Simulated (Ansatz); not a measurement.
# Active spaces for C₂H₃, doublet

Computed with Ansatz's Gaussian-basis code (development build). Basis cc-pVDZ, nonrelativistic, 2 orbitals frozen in the corrections. State-specific CASSCF; RHF is the lowest restricted (open-shell) Hartree–Fock solution met. No symmetry is imposed, so a solution can break that of the shape. The lowest solution met needn't be the lowest there is, nor hold the orbitals that a chemist would pick.

Geometry:

```xyz
5

C     0.0000   -0.0561   -0.6352
C     0.0000   -0.0490    0.7808
H     0.0000    0.7423    1.6530
H     0.0000   -1.0638   -1.2592
H     0.0000    0.9521   -1.2676
```

What do CASSCF and its corrections give against RHF in CAS(3,3), and what are the occupations?

CASSCF -0.982 eV, SC-NEVPT2 -7.138 eV; occupations 1.87, 1.00, 0.13.
